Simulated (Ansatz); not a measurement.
**How far each method lies from full CI for HAlGa, quartet**

Geometry: a point of a breathe scan, not a stationary point.

```yaml
atoms:
  - { symbol: Al, position_ang: [0.0000, 0.0000, 0.4514] }
  - { symbol: Ga, position_ang: [0.0000, 0.0000, -3.7155] }
  - { symbol: H, position_ang: [0.0000, 0.0000, 3.2641] }
```

Basis 6-31G (Cartesian d functions); Ansatz 0.2.0. Correlated methods freeze the noble-gas cores and the filled d shells of p-block atoms, which leaves 7 electrons in 25 orbitals. R marks a restricted (for open shells ROHF) determinant, U an unrestricted one. Active spaces: pair = (5e, 5o) about the gap; valence = (7e, 9o) chosen from the atoms' valence shells. No spin–orbit coupling is included, and no scalar relativity.

Full CI is exact within this basis and frozen core; it isn't the basis-set limit. The frozen core follows each run's orbitals, which can shift R against U totals by a few meV for light atoms and by up to 0.1 eV past Ca.

For open shells CISD is restricted-active-space CI with the open shells as a complete middle space.

The UHF ⟨S²⟩ is 3.755 and the T1 diagnostic (RCCSD) is 0.0391. The largest doubles amplitude (RCCSD) is 0.141.

```csv
level,E − E(full CI) (kJ/mol),share of correlation (%),wall time
RHF,170.3,0.00,–
RMP2,70.2,58.79,–
CISD,12.4,92.70,2.8 s
RCCSD,4.2,97.55,–
RCCSD(T),2.3,98.66,9.5 s
BCCD(T),2.3,98.65,9 s
RCCSDT,0.2,99.89,–
RCCSDT(Q),0.1,99.96,15 s
CASSCF (valence space),47.2,72.28,–
NEVPT2 (valence space),18.7,89.03,5.5 s
MRCISD (valence space),4.5,97.38,–
MRCISD+Q (valence space),3.5,97.92,7 s
MRCISD+Q(relaxed) (valence space),-0.1,100.05,8 s
```

The correlation energy at full CI, counted from RHF, is -1.765 eV. That run took 2.4 min on 1 thread of Arm Neoverse V2, shared host over 3,984,750 determinants.

Run but not shown, since their state or frozen core can't be matched to the reference's or they repeat it: UHF, UMP2, UCCSD, UCCSD(T), UCCSDT, UCCSDT(Q), CASSCF (pair space), NEVPT2 (pair space), MRCISD (pair space), MRCISD+Q (pair space).

Times hold each run's SCF and search for its determinant on a shared host, so for small cases they say little of a method's own cost; they ran on 1 thread of Arm Neoverse V2.

The full-CI state has the irrep B1 of C2v, in the program's axes (one component, if the state is degenerate).

Natural occupations of full CI about the gap: 1.920 1.903 1.000 0.946 0.946 0.088 0.084 0.043 0.035 0.009; effectively unpaired electrons, Σ n²(2−n)², 3.11.
